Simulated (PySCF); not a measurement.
H3N, SMILES N.

Geometry: PBE-D3(BJ)/def2-TZVPD.

These are PBE-D3(BJ)/def2-TZVPD in PySCF 2.14.0 values and carry that method's errors.

Harmonic, unscaled wavenumbers; measured fundamentals usually lie a few per cent lower.

Modes within 1.5 cm⁻¹ of each other (mostly degenerate sets) share a row, with their intensities summed.

**Question.** Give all harmonic wavenumbers and intensities. (An estimate is asked for; the answer gives what the named calculation found.)

**Answer.** 
```tsv
mode	ν (cm⁻¹)	IR (km/mol)	moving atoms (share of kinetic energy)
1	1024	123.3	H 84 %, N 16 %
2–3	1618	28.4	H 94 %
4	3377	7.0	H 98 %
5–6	3498	4.5	H 92 %
```
